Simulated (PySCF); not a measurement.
Gas-phase reaction: Al(OH)3 + 2 AlH3 → 3 H2 + 3 AlOH

Computed with PySCF (xtb for GFN2) and rigid-rotor harmonic-oscillator thermochemistry at 1 bar. † marks an energy on the PBE0/def2-TZVP geometry and frequencies; other levels use their own. MP2 and CCSD(T) freeze the core. All species are closed-shell singlets. B3LYP is the form with VWN-RPA correlation. Al(OH)3, AlH3: computed as isolated molecules; such fragments, hydroxides, amides, oligomers or adducts are transient or little studied in the gas. MP2 isn't extrapolated to the basis-set limit. CCSD(T) isn't extrapolated to the basis-set limit.

| level | ΔH°(298 K), kJ |
|---|---|
| B3LYP/def2-TZVP† | 173 |
| BLYP/def2-TZVP† | 133 |
| CCSD(T)/def2-TZVPP† | [?] |
| GFN2-xTB | [?] |
| HF/def2-TZVP† | 241 |
| MP2/def2-SVP† | 225 |
| PBE/def2-SVP | [?] |
| PBE0/def2-SVP† | 219 |
| r2SCAN/def2-TZVP† | [?] |
| ωB97M-V/def2-TZVP† | 179 |
| ωB97X-V/def2-TZVP† | 236 |

Problem. Fill in the missing entries.

Solution. 
- CCSD(T)/def2-TZVPP†, ΔH°(298 K), kJ: 199
- GFN2-xTB, ΔH°(298 K), kJ: 551
- PBE/def2-SVP, ΔH°(298 K), kJ: 183
- r2SCAN/def2-TZVP†, ΔH°(298 K), kJ: 230
